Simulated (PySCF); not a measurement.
# Peak assignment

Cartesian coordinates in Å; atom numbers follow the order of the lines, from 1:
```xyz
19

C     2.104   -0.198   -0.160
N     0.950   -0.343    0.699
C    -0.361   -0.029    0.126
C    -0.441    1.383   -0.461
C    -0.691   -1.054   -0.953
C    -1.365   -0.158    1.263
H     2.250    0.808   -0.582
H     3.000   -0.454    0.408
H     2.043   -0.901   -0.993
H     1.079    0.214    1.535
H     0.244    1.509   -1.302
H    -1.449    1.596   -0.824
H    -0.191    2.132    0.296
H    -0.597   -2.065   -0.553
H    -1.714   -0.912   -1.311
H    -0.028   -0.961   -1.816
H    -2.379    0.054    0.916
H    -1.339   -1.167    1.679
H    -1.134    0.548    2.067
```

No solvent model, one computed conformer, equivalent nuclei averaged, relativity neglected. Coordinates at the PBE0-D3(BJ)/def2-TZVP level; GIAO B97-2/pcSseg-2 shieldings; PySCF 2.14.0 with density-fitted response routines.

δ = σ(ref) − σ, references computed at the same level: 13C (185.38 ppm), 1H (31.64 ppm) vs TMS.

(1) Assign these signals to the numbered atoms. 13C{1H} NMR (computed): δ 53.3, 31.7, 30.4.

(2) Assign these signals to the numbered atoms. 1H NMR (500 MHz, computed): δ 2.42 (s, 3H), 1.05 (s, 9H), -0.06 (br s, 1H).

## Answers

(1) 
53.3 → C3, fully substituted sp3 carbon bonded to N: pulled downfield by the heteroatom
31.7 → C1, methyl carbon bonded to N: deshielded by the electronegative neighbour
30.4 → C4/C5/C6, methyl carbon: a saturated carbon with 1 carbon neighbour and no heteroatom attached

C1 and C4/C5/C6 lie closer than the usual error of such a calculation, so a measured spectrum could show them in the other order.

(2) 
| δ (ppm) | atoms | environment | reason |
| --- | --- | --- | --- |
| 2.42 | H7/H8/H9 | hydrogen on a methyl carbon bonded to N | its carbon carries N, hence the downfield position |
| 1.05 | H11/H12/H13/H14/H15/H16/H17/H18/H19 | hydrogen on a methyl carbon | – |
| -0.06 | H10 | hydrogen on an amine nitrogen | exchangeable, gas-phase position |

Exchangeable OH/NH protons stand at their gas-phase positions; hydrogen bonding in a real sample shifts them, mostly to higher δ. Shifts are as computed. Against solution values, carbons near 30 ppm lie about +3 ppm off and those near 130 ppm about +7 ppm. Of 1211 compounds with measured shifts, 218 miss one by over three times the rms of a fit or turn the order of signals round; such compounds aren't used in these exercises. No couplings were computed; multiplicities are counted from neighbouring protons, with m where these are inequivalent, close in shift, in a saturated or five-membered ring or joined by F or P, and br s for small geminal =CH2 splittings.
